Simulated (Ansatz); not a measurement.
Species, as SMILES: [CH]=O (CH-O), doublet.
Atoms: C1, O2, H3. Bonds: C1-O2, C1-H3.

Basis-set convergence of the harmonic zero-point energy at PBE with Ansatz (a program for electronic structure). Each level at its own minimum, finite differences of forces, unscaled; the reference is a large set that could be run, not a limit. Cartesian d functions, on some or all atoms, in 6-31G*, 6-31+G*; all else is spherical. Open shells are unrestricted. No added dispersion term, no relativity. Reference: the value in def2-QZVPPD, 7.86 kcal/mol. Deviations are taken from unrounded values.

| basis | functions | harmonic zero-point energy (kcal/mol) |
|---|---|---|
| 6-31G* | 32 | 7.93 |
| 6-31+G* | 40 | 7.95 |
| cc-pVDZ | 33 | 7.79 |
| aug-cc-pVDZ | 55 | 7.82 |
| def2-SVP | 33 | 7.91 |
| def2-SVPD | 51 | 7.93 |
| pcseg-1 | 33 | 7.86 |
| aug-pcseg-1 | 55 | 7.86 |
| 6-311G** | 42 | 7.84 |
| 6-311+G** | 50 | 7.87 |
| def2-TZVP | 68 | 7.86 |
| def2-TZVPD | 86 | 7.86 |
| cc-pVTZ | 74 | 7.85 |
| aug-cc-pVTZ | 115 | 7.85 |
| pcseg-2 | 74 | 7.86 |
| aug-pcseg-2 | 115 | 7.86 |
| def2-TZVPP | 76 | 7.86 |
| def2-TZVPPD | 94 | 7.87 |
| def2-QZVPP | 144 | 7.85 |
| def2-QZVPPD | 162 | 7.86 |

What the diffuse functions change, pair by pair:
- 6-31G* to 6-31+G*: 8 more functions, deviation 0.07 to 0.09 kcal/mol
- cc-pVDZ to aug-cc-pVDZ: 22 more functions, deviation -0.07 to -0.04 kcal/mol
- def2-SVP to def2-SVPD: 18 more functions, deviation 0.06 to 0.08 kcal/mol
- pcseg-1 to aug-pcseg-1: 22 more functions, deviation 0.00 to 0.01 kcal/mol
- 6-311G** to 6-311+G**: 8 more functions, deviation -0.02 to 0.02 kcal/mol
- def2-TZVP to def2-TZVPD: 18 more functions, deviation 0.00 to 0.00 kcal/mol
- cc-pVTZ to aug-cc-pVTZ: 41 more functions, deviation -0.01 to 0.00 kcal/mol
- pcseg-2 to aug-pcseg-2: 41 more functions, deviation 0.00 to 0.01 kcal/mol
- def2-TZVPP to def2-TZVPPD: 18 more functions, deviation 0.00 to 0.01 kcal/mol
- def2-QZVPP to def2-QZVPPD: 18 more functions, deviation 0.00 to 0.00 kcal/mol

Leaving out the reference's own pair, they bring the value nearer the reference by more than 0.01 kcal/mol in 1 of 9 pairs.
